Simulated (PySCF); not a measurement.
**Simulated absorption spectrum**

Compound: Si(vinyl)H3, C2H6Si.
InChI=1S/C2H6Si/c1-2-3/h2H,1H2,3H3

Computed with PySCF, TDDFT wB97X-D/def2-SVPD, vertical, gas phase, core orbitals frozen in the response. The structure is a single PBE0-D3(BJ)/def2-SVP conformer in the gas phase; no vibrational or solvent corrections.

Each state is given a Gaussian of 0.5 eV full width at half maximum, with ε(max) = 2.175×10⁸ f / Δν̃ (Δν̃ the width in cm⁻¹). The width is an assumption, not a result. The curve ends short of the highest state used, and states not computed would add to its high-energy end.

```csv
λ (nm),ε (L mol⁻¹ cm⁻¹)
148.8,2436
150.9,1842
153.0,1440
155.1,1134
157.2,927
159.3,874
161.4,972
163.5,1144
165.6,1380
167.7,1904
169.7,3100
171.8,5503
173.9,9032
176.0,12896
178.1,15808
180.2,16697
182.3,15319
184.4,12319
186.5,8762
188.6,5558
190.6,3264
192.7,1695
194.8,804
196.9,350
199.0,141
201.1,53
203.2,19
205.3,6
207.4,2
209.5,1
```

Problem. Where are the band maxima, and which computed states make them?

Solution. 180 nm (6.89 eV), ε about 17000, made up of S2 (100%) (ε in L mol⁻¹ cm⁻¹; maxima over ε = 5, shares over 10%). At its high-energy end, 8.33 eV, the curve is still rising (ε about 2400, from S5 and S7). The states used: S1 6.67 eV (f 0.0012); S2 6.89 eV (f 0.309); S3 7.51 eV (f 0.019); S4 7.99 eV (f 0.010); S5 8.24 eV (f 0.016); S6 8.48 eV (f 0.0021); S7 8.58 eV (f 0.043); S8 8.78 eV (f 0.017); S9 8.85 eV (f 0.016); S10 8.93 eV (f 0.053).

Problem. Does any computed singlet lie in the visible range?

Solution. No computed singlet lies in the visible range (380 to 750 nm); the lowest, at 186 nm, stands 3.41 eV above its violet end (3.26 eV).

Problem. On this curve, what absorbance would a 10⁻⁴ mol/L sample give at 193 nm over a 1 cm path?

Solution. 193 nm is 6.424 eV, where ε is about 1500 L mol⁻¹ cm⁻¹, so A = ε c l ≈ 0.15 (Beer–Lambert, with the gas-phase spectrum and the assumed width).

Problem. What would ε be at 6.89 eV, the highest of these maxima, with half the width (0.25 eV)?

Solution. About 33300 L mol⁻¹ cm⁻¹ against 16700, a factor of about 1.99; a lone state at its own centre would give exactly 2.
